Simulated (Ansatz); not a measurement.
Structure relaxation of TaTi2

Computed with DFT PBE, scalar-relativistic, plane waves, PAW (Ansatz 0.2.0). Cutoff 420 eV, Γ-centred k mesh, Gaussian smearing, no spin polarisation in the final step.

TaTi2 was placed on the CaCl2 structure type (Pnnm, No. 58), with Ta in place of Ca, Ti in place of Cl, at a guessed volume.

```
CELL_PARAMETERS angstrom
5.17881 0.00000 0.00000
0.00000 5.33650 0.00000
0.00000 0.00000 3.48574
ATOMIC_POSITIONS crystal
Ti 0.22500 0.82500 0.50000
Ti 0.72500 0.67500 0.00000
Ti 0.77500 0.17500 0.50000
Ti 0.27500 0.32500 0.00000
Ta 0.50000 0.50000 0.50000
Ta 0.00000 0.00000 0.00000
```

Steps on the 4×4×6 mesh (6 atoms). 12 of 25 steps are shown, and the free energy counts from the last. Trial steps that were taken back and renewals of the plane-wave basis can be among the rows.

```csv
step,ΔF (meV/atom),V (Å³/atom),P (GPa),largest force component (eV/Å)
1,1837.4,16.06,49.51,1.395
3,1071.5,20.31,6.01,0.420
5,923.8,21.25,-2.88,0.275
8,630.3,19.69,-4.77,0.766
10,441.5,17.57,3.54,0.651
12,375.8,16.72,6.77,0.208
14,331.8,17.15,0.44,0.103
16,331.3,17.21,0.05,0.006
18,96.3,17.36,7.03,0.186
21,3.1,18.04,0.33,0.060
23,0.3,18.08,0.16,0.014
25,0.0,18.08,0.07,0.005
```

A final relaxation ran on a 18×18×18 mesh. The relaxed crystal, Immm (No. 71):

Space group Immm (No. 71). a = 2.796 Å, b = 4.790 Å, c = 8.099 Å, α = 90.00°, β = 90.00°, γ = 90.00°
| atom | site | symmetry | x | y | z |
| --- | --- | --- | --- | --- | --- |
| Ti | 4j | mm2 | 0.5000 | 0.0000 | 0.6828 |
| Ta | 2a | mmm | 0.0000 | 0.0000 | 0.0000 |

```yaml
Volume_per_atom: 18.08 Å³
Density: 8.47 g/cm³
Energy_over_the_elements: 0.20 eV/atom
Gap_on_the_18×18×18_mesh: 0 eV (a metal)
```

Formation energies are uncorrected and refer to the elements' standard structures at the same level.

The final run used a 18×18×18 mesh on its 3-atom cell and 0.10 eV smearing. The k mesh leaves about 4 meV/atom of noise in metals. Spin–orbit coupling is left out.

Symmetry constrained the relaxation, so the result can be a saddle point.

Cost: 3 runs of about 13 core-minutes in all, on Arm Neoverse V1 (shared hosts).